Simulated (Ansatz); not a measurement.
Input file:

```yaml
crystal:
  periodic: [false, false, false]
  atoms:
    - {symbol: Ga, position_ang: [0.002349, -0.130253, 2.238262]}
    - {symbol: N, position_ang: [0.001556, 0.009123, 0.302567]}
    - {symbol: N, position_ang: [0.049477, -0.262735, -0.915391]}
    - {symbol: H, position_ang: [-0.053383, 0.383865, -1.625437]}
basis:
  gaussian: {orbitals: cc-pVDZ}
magnetization: {spin_polarized: false, initial_magnetization: 2}
hamiltonian: {xc: {name: PBE}}
correlation: {method: bccd, electrons: outside_noble_gas}
```

```sh
$ ansatz run in.yaml --threads 1 --pin off --events-out ev --progress --plain --max-ram 2393MiB
```

Log:

```
640 factors; integrals over basis functions are off by at most 1.3e-3 eV
mean field evaluation 1: about -55346.9402 eV, gradient 6.1e1 eV
mean field evaluation 2: about -55346.9356 eV, gradient 6.1e1 eV
mean field evaluation 4: about -55359.3275 eV, gradient 1.3e1 eV
mean field evaluation 8: about -55360.0050 eV, gradient 4.1e-1 eV
mean field evaluation 16: about -55360.0047 eV, gradient 9.9e-5 eV
mean field evaluation 32: about -55298.8400 eV, gradient 5.7e1 eV
mean field -55360.00474074 eV, -2034.4426498633 hartree, gradient 2.8e-6 eV, S^2 2.000000; 0 other end points of the search recorded, 0 dependent functions left out
mean field evaluation 64: about -55310.6634 eV, gradient 1.1e-1 eV
16 core orbitals not correlated, not the lowest: weight in the atoms' cores, before any rotation towards them, 0.948 or more for the frozen orbitals, at most 0.050 for the correlated occupied ones
reference -55309.15499046 eV, -2032.5739560078 hartree; 8, 6 occupied and 36, 38 virtual orbitals, 640 factors
second order -10.66599165 eV of doubles, -0.66727622 eV of singles
cycle   1  -10.59814739 eV  change    7.3e-1 eV  update   1.3e-1
cycle   2  -10.98989751 eV  change   -3.9e-1 eV  update   7.2e-2
cycle   3  -11.12770738 eV  change   -1.4e-1 eV  update   1.8e-2
cycle   4  -11.14328857 eV  change   -1.6e-2 eV  update   7.8e-3
cycle   5  -11.14287059 eV  change    4.2e-4 eV  update   3.6e-3
cycle   6  -11.14303362 eV  change   -1.6e-4 eV  update   1.9e-3
cycle   7  -11.14316558 eV  change   -1.3e-4 eV  update   1.1e-3
cycle   8  -11.14334954 eV  change   -1.8e-4 eV  update   4.5e-4
cycle   9  -11.14349504 eV  change   -1.5e-4 eV  update   2.0e-4
cycle  10  -11.14351540 eV  change   -2.0e-5 eV  update   1.1e-4
cycle  11  -11.14347780 eV  change    3.8e-5 eV  update   6.1e-5
cycle  12  -11.14350684 eV  change   -2.9e-5 eV  update   3.5e-5
cycle  13  -11.14350120 eV  change    5.6e-6 eV  update   1.6e-5
Total energy: -55320.29849166 eV, -2032.9834721235 hartree
```

Ran on 1 thread of Arm Neoverse V2, shared host: 4.3 s wall, 0.19 GiB peak host memory.
